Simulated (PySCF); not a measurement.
## Relaxation of doublet SO₂F

Method: UPBE0/[S def2-TZVP, O def2-TZVP, F def2-TZVP], no relativity, density fitting, PySCF. A (50,194) grid was used.

A hand-made trigonal planar start, of C2v symmetry, held to at least that symmetry:

```xyz
4
charge 0 multiplicity 2, angstrom
S    -0.0913    0.0000    0.0000
O    -0.8463    1.3077    0.0000
O    -0.8463   -1.3077    0.0000
F     1.5787    0.0000    0.0000
```

What forces act on the atoms at the start (eV/Å)?


```tsv
atom	Fx	Fy	Fz
S1	-5.38	0.00	0.00
O2	2.10	-3.11	0.00
O3	2.10	3.11	0.00
F4	1.17	0.00	0.00
```

What does it relax to?

It ends at C2v with S–F 1.818 Å, S–O 1.428 Å (×2); F–S–O 118.4° (×2), O–S–O 123.2° (after a last refinement on a finer grid). A frequency run shows 1 imaginary mode, down to 742i cm⁻¹, so it is a saddle point. Other isomers or separated fragments may lie lower.

How much energy is released, and in how many steps?

41.5 kJ/mol in 5 steps.

The relaxation took 23 s on 4 threads of a shared Arm Neoverse V1 host, with 130 basis functions and 6 gradients; the process peaked at 0.74 GiB. Launch command: `OMP_NUM_THREADS=4 python axn.py task.json out`.
